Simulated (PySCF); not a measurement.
How the functional moves excitation energies

Species: C2H5F.
Z-matrix (Å and degrees, PBE0-D3(BJ)/def2-SVP geometry), rows numbered from 1:
```
C 
C   1  1.5065
F   2  1.3743  1  110.32
H   1  1.1005  2  110.53  3   179.81
H   1  1.1001  2  110.70  3   -60.16
H   1  1.1001  2  110.66  3    59.80
H   2  1.1042  1  111.10  3  -119.99
H   2  1.1042  1  111.09  3   120.04
```

Linear-response calculations in the def2-SVPD basis (PySCF; singlets by full response, triplets Tamm–Dancoff, core orbitals frozen in the response; HF means time-dependent Hartree–Fock). 'Strongest' is the level of largest summed f among the singlets computed (10 roots, of which the last may lack a degenerate partner); it can jump between rows when another state enters that window. S1 is the lowest singlet of each run and needn't be the same state throughout; f(S1) is that of one state. Geometry: PBE0-D3(BJ)/def2-SVP; no solvent, vibrations or thermal averaging.

| functional | kind | S1 (eV) | f(S1) | strongest (eV) | T1 (eV) | HOMO (eV) | gap (eV) | ionisation energy, ΔSCF (eV) |
| --- | --- | --- | --- | --- | --- | --- | --- | --- |
| LDA | LDA | 7.89 | 0.002 | 9.61 | 7.76 | -7.76 | 7.87 | 11.58 |
| PBE | GGA | 7.87 | 0.002 | 9.59 | 7.70 | -7.71 | 7.85 | 11.53 |
| B3LYP | global hybrid, 20% exact exchange | 8.60 | 0.003 | 10.25 | 8.39 | -9.18 | 9.67 | 12.04 |
| PBE0 | global hybrid, 25% exact exchange | 8.84 | 0.004 | 10.50 | 8.56 | -9.39 | 10.20 | 12.02 |
| BHandHLYP | global hybrid, 50% exact exchange | 9.47 | 0.005 | 11.18 | 9.12 | -11.01 | 12.25 | 12.45 |
| CAM-B3LYP | range-separated hybrid | 8.96 | 0.005 | 10.67 | 8.68 | -10.90 | 12.30 | 12.24 |
| LC-wPBE | range-separated hybrid | 9.45 | 0.008 | 11.15 | 9.06 | -12.21 | 14.70 | 12.36 |
| HF | Hartree–Fock | 10.50 | 0.009 | 12.29 | 9.80 | -13.42 | 16.13 | not settled |

What does wB97X-D (range-separated hybrid) give?

S1 (eV) 9.24, f(S1) 0.006, strongest (eV) 10.92, T1 (eV) 9.06, HOMO (eV) -11.35, gap (eV) 13.81, ionisation energy, ΔSCF (eV) 12.16. S1 runs from 7.87 eV (PBE) to 10.50 eV (HF), a spread of 2.62 eV, while the orbital gap spreads over 8.3 eV. Along PBE (0%), B3LYP (20%), PBE0 (25%), BHandHLYP (50%), HF (100%) S1 rises with the share of exact exchange. −ε(HOMO) comes closest to its own ΔSCF ionisation energy with LC-wPBE (-0.15 eV) and misses most with LDA (-3.82 eV). 'Not settled' means that the ion's SCF failed to converge or may have ended in another state than the lowest.
